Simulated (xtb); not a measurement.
A geometry relaxed with GFN2-xTB in xtb, charge 0, multiplicity 1:

```xyz
5

Cl     0.1007     1.9961     0.2500
Cl    -1.5025    -0.4431    -1.2664
Si    -0.0001    -0.0001     0.0000
Cl     1.7401    -0.6697    -0.7621
Cl    -0.3383    -0.8832     1.7785
```

Write the SMILES of this molecule.

`Cl[Si](Cl)(Cl)Cl`
